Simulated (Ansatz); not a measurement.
**Relaxing TiCd3Pd**

Computed with Ansatz 0.2.0, DFT PBE, scalar-relativistic, plane waves, PAW. Cutoff 420 eV, Γ-centred k mesh, Gaussian smearing, no spin polarisation in the final step.

TiCd3Pd was placed on the cubic perovskite structure type (Pm-3m, No. 221), with Ti in place of Sr, Pd in place of Ti, Cd in place of O, at a guessed volume.

```
CELL_PARAMETERS angstrom
4.56494 0.00000 0.00000
0.00000 4.56494 0.00000
0.00000 0.00000 4.56494
ATOMIC_POSITIONS crystal
Ti 0.00000 0.00000 0.00000
Cd 0.00000 0.50000 0.50000
Cd 0.50000 0.00000 0.50000
Cd 0.50000 0.50000 0.00000
Pd 0.50000 0.50000 0.50000
```

Cell and atoms relax at zero pressure; the relaxation can't lower the symmetry of the start. After a coarse first stage the cell is made exact in the group found at 0.06 Å.

The zero of energy is the elements' standard structures at the same level; no fitted shifts are applied.

**Question.** Describe the relaxed structure.

**Answer.** It keeps Pm-3m (No. 221). The result still has the cubic perovskite structure. Conventional cell: a = 5.029 Å. Around Ti lie 12 Cd at 3.56 Å; Cd has 2 Pd at 2.51 Å; around Pd lie 6 Cd at 2.51 Å.

```xyz
5
Lattice="5.0285 0.0000 0.0000 0.0000 5.0285 0.0000 0.0000 0.0000 5.0285" Properties=species:S:1:pos:R:3 pbc="T T T"
Ti    0.0000    0.0000    0.0000
Cd    0.0000    2.5143    2.5143
Cd    2.5143    0.0000    2.5143
Cd    2.5143    2.5143    0.0000
Pd    2.5143    2.5143    2.5143
```

**Question.** What are its volume, energy, density and gap?

**Answer.** The volume per atom is 25.43 Å³ and the density is 6.42 g/cm³. The energy over the elements is 0.54 eV/atom and the gap on the 8×8×8 mesh is 0 eV (a metal).

The final run used a 8×8×8 mesh on its 5-atom cell and 0.10 eV smearing. The k mesh leaves about 4 meV/atom of noise in metals. Symmetry constrained the relaxation, so the result can be a saddle point.

Cost: 3 runs of about 1.3 core-minutes in all, on Arm Neoverse V1 (shared hosts).